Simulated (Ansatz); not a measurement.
The same path of BH$_{3}$O (5 atoms, charge 0, multiplicity 1) was run twice with different band settings. Lost on the way: B1–H2, B1–H3. Made: H2–H3.

These are results of Ansatz, RKS B3LYP-D4/def2-TZVP, not measurements.

Relaxed end points:

```xyz
5
Properties=species:S:1:pos:R:3
B 0.261 -0.078 0.116
H 0.160 -0.195 1.303
H 1.288 0.216 -0.414
O -0.805 -0.278 -0.690
H -1.613 -0.512 -0.222
```

```xyz
5
Properties=species:S:1:pos:R:3
B -1.360 -0.268 0.733
H 1.860 0.223 0.725
H 2.421 0.276 0.238
O -1.449 -0.340 -0.557
H -2.181 -0.739 -1.045
```

Common settings: movable images 7; climbing image yes; spring 5.0 eV/Å²; start path through a guess of the saddle point; force threshold 0.05 eV/Å; iteration limit 60; end points relaxed.

| run | optimiser | largest step |
| --- | --- | --- |
| 1 | quadratic models (default) | default |
| 2 | lbfgs | 0.5 Å |

(1) What does each run give, and how far can it be trusted?

Results:

(1) Run 1: converged after 16 iterations, highest image 4.048 eV above the first end. Neighbouring images differ by up to 1.9 eV, so the band resolves the path poorly. A vibrational analysis at the climbing image gives one clearly imaginary mode, 1445i cm⁻¹: a first-order saddle point.
Run 2: not converged after 60 iterations, highest image 4.059 eV above the first end. The band didn't meet its force threshold, so its energies are provisional: the largest band force was still 1.98 eV/Å, and over the last iterations the top moved between 4.03 and 4.06 eV.
The orbitals stay closed-shell, which can raise the energy where a bond breaks towards radicals; this wasn't checked here.
